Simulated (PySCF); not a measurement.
# S2OH: relaxation and vibrations of the doublet

Where does doublet S2OH go from a bent start, is the end point a minimum, and what are its modes, charges and moments?

The runs use PySCF 2.14.0; PBE0, basis S def2-TZVP, O def2-TZVP, H def2-TZVP, no relativity, density fitting.

## 1. The starting structure

4 atoms, charge 0, spin multiplicity 2.

Bond lengths: S1–S2 1.880 Å, S1–O3 1.660 Å, O3–H4 0.960 Å. Angles: S2–S1–O3 110.0°, S1–O3–H4 130.0°.

```xyz
4
charge 0 multiplicity 2
S     0.0000    0.0000    0.0000
S    -1.5400    0.0000    1.0783
O     1.3598    0.0000    0.9521
H     1.8653   -0.7354    1.3061
```

## 2. Finding the electronic state

The steps below are one call of a driver around PySCF. For each, scf.py gives the equivalent set-up of the SCF; relaxations use the driver's own optimiser. After this first run the driver tries any further starts and a stability analysis.

scf.py reads:

```python
from pyscf import gto, scf, dft
mol = gto.M(atom='''
S      0.000000     0.000000     0.000000
S     -1.540000     0.000000     1.078300
O      1.359800     0.000000     0.952100
H      1.865300    -0.735400     1.306100''',
    basis={'S': 'def2-TZVP', 'O': 'def2-TZVP', 'H': 'def2-TZVP'},
    charge=0, spin=1)
mf = dft.UKS(mol, xc='PBE0')
mf.grids.atom_grid = (50, 194)
aux = {'S': 'def2-universal-JKFIT', 'O': 'def2-universal-JKFIT', 'H': 'def2-universal-JKFIT'}
mf = mf.density_fit(auxbasis=aux)
mf.conv_tol = 1e-08
mf.diis_space = 10
mf.max_cycle = 60
mf.init_guess = 'minao'
mf.verbose = 4
mf.kernel()
```

Command:

```sh
OMP_NUM_THREADS=4 python axn.py task.json out
```

Standard output:

```text
init E= -872.284997250792
[... the frontier-level lines of each cycle are left out ...]
cycle= 1 E= -871.810711976999  delta_E= 0.474  |g|= 0.441  |ddm|= 1.38
cycle= 2 E= -871.670361801785  delta_E= 0.14  |g|= 0.75  |ddm|= 0.615
cycle= 3 E= -871.877728338902  delta_E= -0.207  |g|= 0.0761  |ddm|= 0.423
cycle= 4 E= -871.879482019474  delta_E= -0.00175  |g|= 0.0514  |ddm|= 0.108
cycle= 5 E= -871.880934700646  delta_E= -0.00145  |g|= 0.014  |ddm|= 0.053
cycle= 6 E= -871.881052961963  delta_E= -0.000118  |g|= 0.00353  |ddm|= 0.0144
cycle= 7 E= -871.881064791047  delta_E= -1.18e-05  |g|= 0.00131  |ddm|= 0.00489
cycle= 8 E= -871.881067296582  delta_E= -2.51e-06  |g|= 0.000558  |ddm|= 0.00278
cycle= 9 E= -871.881067654099  delta_E= -3.58e-07  |g|= 0.000198  |ddm|= 0.00103
cycle= 10 E= -871.881067709873  delta_E= -5.58e-08  |g|= 7.08e-05  |ddm|= 0.00046
cycle= 11 E= -871.881067715441  delta_E= -5.57e-09  |g|= 1.67e-05  |ddm|= 0.00014
Extra cycle  E= -871.881067715679  delta_E= -2.38e-10  |g|= 1.58e-05  |ddm|= 3.38e-05
converged SCF energy = -871.881067715679  <S^2> = 0.75642952  2S+1 = 2.0064192
```

This step, with its further starts and checks, ran for 5.2 s (4 threads of Arm Neoverse V2, shared host).

No lower solution of this spin turned up in the test of internal stability.

## 3. Relaxing the doublet from the bent start

The program finds C1 symmetry in the start. The walk stops when the largest gradient is under 0.0003 Eh/bohr and the energy has settled too.

scf.py: that of step 2 with these lines changed.

```diff
@@ -3,4 +3,4 @@
-S      0.000000     0.000000     0.000000
-S     -1.540000     0.000000     1.078300
-O      1.359800     0.000000     0.952100
-H      1.865300    -0.735400     1.306100''',
+S      0.316346     0.009156    -0.630297
+S     -1.223654     0.009156     0.448003
+O      1.676146     0.009156     0.321803
+H      2.181646    -0.726244     0.675803''',
@@ -16 +15,0 @@
-mf.init_guess = 'minao'
```

Steps of the walk:

| step | energy (Eh) | change (kJ/mol) | largest gradient (Eh/bohr) |
| --- | --- | --- | --- |
| 0 | -871.881068 | 0.00 | 0.02778 |
| 1 | -871.887653 | -17.29 | 0.01469 |
| 2 | -871.889324 | -21.68 | 0.01909 |
| 3 | -871.889746 | -22.78 | 0.00333 |
| 4 | -871.889992 | -23.43 | 0.00243 |
| 5 | -871.890218 | -24.02 | 0.01298 |
| 6 | -871.890419 | -24.55 | 0.00766 |
| 7 | -871.890757 | -25.44 | 0.01166 |
| 8 | -871.891154 | -26.48 | 0.00161 |
| 9 | -871.891309 | -26.89 | 0.00503 |
| 10 | -871.891434 | -27.22 | 0.00754 |
| 11 | -871.891621 | -27.71 | 0.00618 |
| 12 | -871.891814 | -28.22 | 0.00163 |
| 13 | -871.891888 | -28.41 | 0.00475 |
| 14 | -871.891975 | -28.64 | 0.00441 |
| 15 | -871.892041 | -28.81 | 0.00188 |
| 16 | -871.892048 | -28.83 | 0.00296 |
| 17 | -871.892076 | -28.90 | 0.00069 |
| 18 | -871.892085 | -28.93 | 0.00045 |
| 19 | -871.892094 | -28.95 | 0.00071 |
| 20 | -871.892095 | -28.95 | 0.00013 |

The walk took 37 s.

After 20 steps and 29.0 kJ/mol it ends at Cs: O–H 0.969 Å, S–O 1.644 Å, S–S 1.907 Å; H–O–S 108.0°, O–S–S 109.5°.

## 4. Vibrations and properties at this point

The point is checked on the finer grid, and tightened if its gradient asks for it. The Hessian and the dipole derivatives come from central differences of analytic gradients, with steps of 0.02 bohr.

scf.py: that of step 3 with these lines changed.

```diff
@@ -3,4 +3,4 @@
-S      0.316346     0.009156    -0.630297
-S     -1.223654     0.009156     0.448003
-O      1.676146     0.009156     0.321803
-H      2.181646    -0.726244     0.675803''',
+S      0.256077     0.289842    -0.616783
+S     -1.155412    -0.214936     0.561667
+O      1.701235    -0.116388     0.052818
+H      1.527772    -0.529646     0.911530''',
@@ -10 +10 @@
-mf.grids.atom_grid = (50, 194)
+mf.grids.atom_grid = (75, 302)
@@ -13 +13 @@
-mf.conv_tol = 1e-08
+mf.conv_tol = 1e-10
```

This SCF starts from the last density.

Log of the central SCF (cycles and frontier levels):

```text
init E= -871.892099328041
[... the frontier-level lines of each cycle are left out ...]
cycle= 1 E= -871.892099328043  delta_E= -2.05e-12  |g|= 2.58e-06  |ddm|= 3.55e-06
Extra cycle  E= -871.892099328032  delta_E= 1.11e-11  |g|= 4.97e-06  |ddm|= 6.46e-06
converged SCF energy = -871.892099328032  <S^2> = 0.75624853  2S+1 = 2.0062388
```

The whole step took 48 s.

Geometry: Cs; O–H 0.969 Å, S–O 1.644 Å, S–S 1.907 Å; H–O–S 108.0°, O–S–S 109.5°.

Modes, for the most abundant isotopes:

```tsv
symmetry	ω (cm⁻¹)	IR (km/mol)
a''	165	106
a'	300	11.7
a'	681	7.6
a'	780	193
a'	1117	81.6
a'	3765	68.8
```

All wavenumbers are real: a minimum.

Properties at this point:

- Dipole moment: 0.83 D
- Highest occupied level: -6.47 eV
- Lowest empty level: -3.33 eV
- Rotational constants: 0.8379, 0.1667, 0.1391 cm⁻¹
- Zero-point energy: 40.7 kJ/mol
- Principal polarisabilities: 23.9, 35.3, 61.0 bohr³
- Atomisation energy without zero-point energy: 1116 kJ/mol
- Principal traceless quadrupole moments about the centre of mass: -3.79, -0.92, 4.71 D Å
- Entropy at 298.15 K and 1 bar (electronic part: spin only): 288.5 J/(mol K)
- Heat capacity Cp at 298.15 K: 55.7 J/(mol K)
- Enthalpy at 298.15 K above 0 K: 13.24 kJ/mol
- Rotational symmetry number: 1
- Spin squared ⟨S²⟩: 0.756

Charges (e) and bond orders:

| atom | Mulliken | Löwdin | polar tensor | spin (Mulliken) | Mayer order to S1 |
| --- | --- | --- | --- | --- | --- |
| S1 | 0.27 | 0.25 | 0.66 | 0.44 | – |
| S2 | -0.20 | -0.13 | -0.28 | 0.50 | 1.83 |
| O3 | -0.40 | -0.26 | -0.66 | 0.07 | 1.02 |
| H4 | 0.32 | 0.14 | 0.27 | 0.00 | 0.03 |

Outer orbital energies (eV). α occupied: -18.48, -14.65, -12.77, -12.41, -10.45, -9.53, -8.02, -6.47; empty: -0.65, -0.09, 1.50, 5.05. β occupied: -22.69, -18.03, -14.28, -12.65, -11.68, -10.18, -8.45, -7.83; empty: -3.33, -0.44, 0.16, 1.56.

Mulliken populations on S1: s 5.84, p 9.52, d 0.33, f 0.03.

## 5. Outcome

| quantity | value |
| --- | --- |
| minimum | doublet, Cs |
| geometry | O–H 0.969 Å, S–O 1.644 Å, S–S 1.907 Å; H–O–S 108.0°, O–S–S 109.5° |
| wavenumbers (cm⁻¹) | 165 (a''), 300 (a'), 681 (a'), 780 (a'), 1117 (a'), 3765 (a') |
| dipole moment | 0.83 D |
| highest occupied, lowest empty level (either spin) | -6.47, -3.33 eV |
| polar-tensor charge of S1 | +0.66 e |
| zero-point energy | 40.7 kJ/mol |
| entropy at 298.15 K | 288.5 J/(mol K) |
| atomisation energy (no zero-point energy) | 1116 kJ/mol |
| ⟨S²⟩ | 0.756 |

In words: From C1 at the start the molecule goes to a Cs minimum. In the infrared the band at 780 cm⁻¹ (a') leads. Only this shape and spin were tried, so other structures or states may lie lower.

The search up to here took 90 s.
